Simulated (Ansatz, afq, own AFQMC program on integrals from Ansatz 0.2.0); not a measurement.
BNH₃, doublet in cc-pVDZ, levels against AFQMC with the constraint released

```yaml
atoms:
  - { symbol: B, position_ang: [0.0000, -0.1798, 0.7865] }
  - { symbol: N, position_ang: [0.0000, 0.0674, -0.5650] }
  - { symbol: H, position_ang: [0.0000, 0.6578, 1.6392] }
  - { symbol: H, position_ang: [0.0000, 0.9957, -0.9652] }
  - { symbol: H, position_ang: [0.0000, -0.6620, -1.2589] }
```

Connectivity, by distances: BH–NH2.

Basis cc-pVDZ. Noble-gas cores (and the filled d shells of Ga–Kr and In–Xe) are frozen. Ansatz 0.2.0 and our own AFQMC program on the same integrals; the CISD trial comes from CCSD amplitudes, and released means the phaseless constraint is let go. Free AFQMC starts from the CCSD state and is never constrained. Its projection time is finite, and what remains of the start isn't in its error. ± is one standard error of the sampling.

Determinant: UHF, the one that the program's search chose, which needn't be the lowest solution. The geometry is a point of a scan.

No full CI on the walks' own integrals is used here. The released AFQMC energy serves as the reference, which it does only where one determinant dominates, the energy is flat over the last release times and near the phaseless one (40 meV or 2 meV an electron, half that with transition metals). On small molecules, where full CI could be run and the noise was under 10 meV, such values lay within 10 meV of it in 19 cases of 20, a flattering rate, since the rule was set on those same cases; what remains of the bias isn't in the error bar.

Cautions: the released value is read at 2.40 1/Eh with a noise of 15 meV, more than in the cases checked (meV from the phaseless value at times in 1/Eh: 0 ± 10 at 0.24, 2 ± 11 at 0.51, -3 ± 9 at 0.99, 0 ± 14 at 1.62, 24 ± 15 at 2.40).

```
T1 diagnostic                               : 0.0154
weight of the determinant in the CISD state : 0.903
⟨S²⟩ of the determinant                     : 0.757
size of the correlated space                : 11 electrons in 41 orbitals
```

Reference: AFQMC with the constraint released, correlation energy -7.334 ± 0.015 eV.

```json
{"level": "HF", "E − E(reference) (kJ/mol)": "707.6 ± 1.4", "share of correlation (%)": "0.00"}
{"level": "MP2", "E − E(reference) (kJ/mol)": "81.1 ± 1.4", "share of correlation (%)": "88.54"}
{"level": "CCSD", "E − E(reference) (kJ/mol)": "18.1 ± 1.4", "share of correlation (%)": "97.44"}
{"level": "CCSD(T)", "E − E(reference) (kJ/mol)": "0.2 ± 1.4", "share of correlation (%)": "99.97"}
{"level": "ph-AFQMC/HF", "E − E(reference) (kJ/mol)": "-3.6 ± 5.9", "share of correlation (%)": "100.51"}
{"level": "ph-AFQMC/CISD", "E − E(reference) (kJ/mol)": "-2.3 ± 1.7", "share of correlation (%)": "100.33"}
{"level": "free AFQMC", "E − E(reference) (kJ/mol)": "-2.0 ± 2.3", "share of correlation (%)": "100.29"}
```

Free projections are given only where their last times agree within the noise and don't stop above the reference; a slow remainder of the start can still hide under it. A walk keeps the symmetry of its determinant, which the program's search chose and which needn't be the lowest solution, so a lower state of the same spin and another symmetry isn't excluded. Released energies are given only where the last usable release times agree within the noise; a slower fall can still hide under it.
